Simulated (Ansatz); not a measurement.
A made-up structure of SiH$_{3}$O$_{2}$ (charge +1), singlet:

```json
{"atom": "O1", "x (Å)": "-1.1071", "y (Å)": "-1.5057", "z (Å)": "1.2617"}
{"atom": "Si2", "x (Å)": "-0.5284", "y (Å)": "-0.8762", "z (Å)": "-0.1762"}
{"atom": "O3", "x (Å)": "0.4930", "y (Å)": "0.8119", "z (Å)": "0.1364"}
{"atom": "H4", "x (Å)": "-0.4361", "y (Å)": "-1.0596", "z (Å)": "-1.8070"}
{"atom": "H5", "x (Å)": "0.9934", "y (Å)": "1.4625", "z (Å)": "-0.5819"}
{"atom": "H6", "x (Å)": "0.5851", "y (Å)": "1.1671", "z (Å)": "1.1670"}
```

It is relaxed with PBE-D4/def2-SVP and then PBE0-D4/def2-TZVP (Ansatz 0.2.0). Atoms count as bonded within 1.22 times the sum of their covalent radii (H–H: 0.88 Å). The end point is not checked to be a true minimum.

Question: Does its bonding change? (Judge from chemistry; the calculation decides.)

Answer: The calculation gives: No: no bond forms or breaks.

Where it ends: The first stage lowers the energy by 1.15 eV in 6 steps. It ends as SiH₃O₂ ([O][SiH][OH2]), total charge +1:
O1  (-0.988, -1.344, 1.127)
Si2  (-0.472, -0.782, -0.158)
O3  (0.440, 0.725, 0.122)
H4  (-0.390, -0.947, -1.614)
H5  (0.887, 1.306, -0.519)
H6  (0.522, 1.041, 1.042)
(Å)

Labels in which every atom is bracketed show which atoms are joined, not bond orders.

For scale, one of the runs: PBE0-D4/def2-TZVP relaxation, 117 basis functions, launched by `ansatz run in.yaml --threads 2 --pin off --events-out ev --progress --plain --max-ram 4352MiB`. The run took about 8.5 s on 2 CPU threads of an Arm Neoverse V2 (shared host).
